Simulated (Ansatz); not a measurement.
**What a trial cell of V3Si2 relaxes into**

Level of theory: DFT PBE, scalar-relativistic, plane waves, PAW (Ansatz 0.2.0). Cutoff 420 eV, Γ-centred k mesh, Gaussian smearing, no spin polarisation in the final step.

A relaxed cell is given with its space group left out.

```
CELL_PARAMETERS angstrom
3.76523 0.00000 0.00000
-1.88262 3.26079 0.00000
0.00000 0.00000 6.07390
ATOMIC_POSITIONS crystal
V 0.00000 0.00000 0.00000
V 0.33333 0.66667 0.62499
V 0.66667 0.33333 0.37501
Si 0.33333 0.66667 0.20309
Si 0.66667 0.33333 0.79691
```

The zero of energy is the elements' standard structures at the same level; no fitted shifts are applied.

What space group does it have?

P-3m1 (No. 164). Conventional cell: a = 3.765 Å, c = 6.074 Å. V on Wyckoff site a (1 atom of the primitive cell) is coordinated by 6 Si at 2.50 Å; V on Wyckoff site d (2 atoms of the primitive cell) is coordinated by 3 Si at 2.41 Å, 1 Si at 2.56 Å and 3 V at 2.65 Å; around Si lie 7 V at 2.41–2.56 Å.

How far does it lie from the elements in energy?

-0.01 eV/atom.

Is it a metal?

Yes, bands cross the Fermi level on the 12×12×6 mesh.

The final run used a 12×12×6 mesh on its 5-atom cell and 0.10 eV smearing. For metals, differences of a few meV/atom aren't resolved. The cell came from a trial start, so V3Si2 may not exist in this structure.

Cost: 3 runs of about 1.7 core-minutes in all, on Arm Neoverse V1 (shared hosts).